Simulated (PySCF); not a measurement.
Isomers of C4H4N2.

All values: wB97X-D/def2-SVPD (PySCF) at PBE0-D3(BJ)/def2-SVP geometries, gas phase, one conformer each. Core orbitals are frozen in the response; Δα² is half the sum of the squared differences of the principal polarisabilities. Dipoles and anisotropies that the point group forbids are given as zero.

Question: Rank by HOMO–LUMO gap, lowest first.
A. `CC(C#N)C#N`
B. pyridazine, `c1ccnnc1`
C. `c1nccnc1` (pyrazine)
D. `[N:1]#[C:2][CH2:3][C@H:4]1[CH:5]=[N:6]1` with C2–C3–C4–C5 94°
E. `C1=CN=CN=C1` (pyrimidine)

Answer: B (8.93 eV), C (9.41 eV), E (9.82 eV), D (11.05 eV), A (13.13 eV).

Question: Rank by polarisability anisotropy Δα, highest first.
A. `[N:1]#[C:2][CH2:3][C@H:4]1[CH:5]=[N:6]1` with C2–C3–C4–C5 94°
B. pyrimidine (`c1cncnc1`)
C. `c1nccnc1` (pyrazine)
D. `N#CC(C)C#N`
E. `[CH2:1]=[N:2][C:3](=[CH2:4])[C:5]#[N:6]` with C1–N2–C3–C4 180°

Answer: E (6.20 Å³), C (4.95 Å³), B (4.58 Å³), A (3.36 Å³), D (2.91 Å³).

Question: Rank by mean static polarisability, lowest first.
A. pyrimidine (`C1=CN=CN=C1`)
B. `CC(C#N)C#N`
C. `[CH2:1]=[N:2][C:3](=[CH2:4])[C:5]#[N:6]` with C1–N2–C3–C4 180°

Answer: B (8.00 Å³), A (8.32 Å³), C (9.31 Å³).

All values together:

```json
{"SMILES": "c1ccnnc1", "μ (D)": "4.29", "HOMO (eV)": "-8.74", "LUMO (eV)": "0.19", "α (Å³)": "8.42", "Δα (Å³)": "4.61", "ΔSCF removal energy (eV)": "9.04"}
{"SMILES": "C=NC(=C)C#N", "μ (D)": "2.33", "HOMO (eV)": "-9.85", "LUMO (eV)": "-0.42", "α (Å³)": "9.31", "Δα (Å³)": "6.20", "ΔSCF removal energy (eV)": "10.12"}
{"SMILES": "N#CC[C@H]1C=N1", "μ (D)": "2.37", "HOMO (eV)": "-10.40", "LUMO (eV)": "0.65", "α (Å³)": "7.94", "Δα (Å³)": "3.36", "ΔSCF removal energy (eV)": "10.84"}
{"SMILES": "c1cncnc1", "μ (D)": "2.39", "HOMO (eV)": "-9.41", "LUMO (eV)": "0.41", "α (Å³)": "8.32", "Δα (Å³)": "4.58", "ΔSCF removal energy (eV)": "9.80"}
{"SMILES": "c1cnccn1", "μ (D)": "0.00", "HOMO (eV)": "-9.25", "LUMO (eV)": "0.16", "α (Å³)": "8.47", "Δα (Å³)": "4.95", "ΔSCF removal energy (eV)": "9.71"}
{"SMILES": "CC(C#N)C#N", "μ (D)": "4.36", "HOMO (eV)": "-11.88", "LUMO (eV)": "1.26", "α (Å³)": "8.00", "Δα (Å³)": "2.91", "ΔSCF removal energy (eV)": "12.33"}
```

Conformers: `[CH2:1]=[N:2][C:3](=[CH2:4])[C:5]#[N:6]` with C1–N2–C3–C4 180°; `[N:1]#[C:2][CH2:3][C@H:4]1[CH:5]=[N:6]1` with C2–C3–C4–C5 94°.

By how much does the ΔSCF value exceed −ε(HOMO) over the species that have both?

By 0.27 to 0.46 eV, 0.38 eV on average, over 6 species.
